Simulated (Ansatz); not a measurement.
## Rock-salt HfN

All values below come from r²SCAN (Ansatz, a quantum-chemistry and plane-wave program, PAW).

Numerical settings: plane-wave cutoff 560 eV, 22×22×22 k mesh, Fermi–Dirac smearing 0.05 eV, scalar-relativistic PAW data made under PBE.

Cell (relaxed at this level):

```cif
data_HfN
_chemical_formula_sum 'Hf1 N1'
_space_group_name_H-M_alt 'P 1'
_space_group_IT_number 1
_cell_length_a 3.19987
_cell_length_b 3.19987
_cell_length_c 3.19987
_cell_angle_alpha 60.000
_cell_angle_beta 60.000
_cell_angle_gamma 60.000
loop_
_space_group_symop_operation_xyz
  'x, y, z'
loop_
_atom_site_label
_atom_site_type_symbol
_atom_site_fract_x
_atom_site_fract_y
_atom_site_fract_z
_atom_site_occupancy
Hf1 Hf 0.00000 0.00000 0.00000 1
N1 N 0.50000 0.50000 0.50000 1
```

| Property | Value |
|---|---|
| bulk modulus B0 | 282 GPa |
| band gap | zero (no gap) |
| pressure derivative B′ of the bulk modulus | 4.2 |

Measured, for comparison: bulk modulus 260 GPa (room temperature, no zero-point or thermal correction, our sources range from 260 to 306; as tabulated in Synthesis of Binary Transition Metal Nitrides, Carbides and Borides from the …). Computed (rounded) less measured: bulk modulus not scored (sources differ).

Spin–orbit coupling is not included.

Static lattice: no zero-point or thermal effects.

Computing time: very roughly 3 core-minutes.
